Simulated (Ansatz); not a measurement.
A CCSD(T) single point on C6H6, SMILES `C#CC1C=C1C`.

```yaml
crystal:
  periodic: [false, false, false]
  atoms:
    - {symbol: C, position_ang: [-2.591163, -0.437726, -0.994435]}
    - {symbol: C, position_ang: [-1.432260, -0.659849, -0.761542]}
    - {symbol: C, position_ang: [-0.040859, -0.917266, -0.488062]}
    - {symbol: C, position_ang: [0.443239, -1.119564, 0.921809]}
    - {symbol: C, position_ang: [0.740833, 0.017615, 0.400137]}
    - {symbol: C, position_ang: [1.308618, 1.367290, 0.430527]}
    - {symbol: H, position_ang: [-3.617719, -0.245010, -1.196592]}
    - {symbol: H, position_ang: [0.477281, -1.424990, -1.303302]}
    - {symbol: H, position_ang: [0.436007, -1.809124, 1.748358]}
    - {symbol: H, position_ang: [2.061869, 1.483112, -0.353786]}
    - {symbol: H, position_ang: [0.524693, 2.104138, 0.234385]}
    - {symbol: H, position_ang: [1.766459, 1.586274, 1.396303]}
basis:
  gaussian: {orbitals: def2-TZVPP}
correlation: {method: ccsd_t}
```

```sh
$ ansatz run in.yaml --threads 4 --pin off --events-out ev --progress --plain --max-ram 10444MiB
```

Log, shortened:

```
Functional definition: HF
1608 factors; integrals over basis functions are off by at most 9.0e-4 eV
mean field evaluation 1: about -6271.4627 eV, gradient 3.7e1 eV
mean field evaluation 2: about -6271.8558 eV, gradient 3.6e1 eV
mean field evaluation 4: about -6275.7056 eV, gradient 4.5e0 eV
mean field evaluation 8: about -6275.7681 eV, gradient 3.0e-1 eV
mean field -6275.76840565 eV, -230.6302350390 hartree, gradient 1.6e-6 eV, S^2 0.000000; 0 other end points of the search recorded, 0 dependent functions left out
6 core orbitals not correlated: weight in the atoms' cores, before any rotation towards them, 1.000 or more for the frozen orbitals, at most 0.000 for the correlated occupied ones
reference -6275.76840565 eV, -230.6302350390 hartree; 15, 15 occupied and 249, 249 virtual orbitals, 1608 factors
second order -25.70856636 eV of doubles, -0.00000000 eV of singles
cycle   1  -25.69137126 eV  change    1.7e-2 eV  update   1.1e-1
cycle   2  -26.39604803 eV  change   -7.0e-1 eV  update   3.5e-2
cycle   3  -26.53753772 eV  change   -1.4e-1 eV  update   1.6e-2
cycle   4  -26.53680630 eV  change    7.3e-4 eV  update   4.4e-3
cycle   5  -26.54005261 eV  change   -3.2e-3 eV  update   1.8e-3
cycle   6  -26.54083467 eV  change   -7.8e-4 eV  update   4.5e-4
cycle   7  -26.54075657 eV  change    7.8e-5 eV  update   1.6e-4
cycle   8  -26.54078521 eV  change   -2.9e-5 eV  update   5.3e-5
cycle   9  -26.54081083 eV  change   -2.6e-5 eV  update   2.1e-5
perturbative correction -1.34527439 eV, -0.0494379219 hartree
Total energy: -6303.65449087 eV, -231.6550297689 hartree
```

It took 3.2 min on 4 threads of an Arm Neoverse V1 on a shared host, with 7.4 GiB of host memory at the peak.

The correlation energy is -27.886 eV, 4.8 % of it from (T); the T1 diagnostic reads 0.0111.
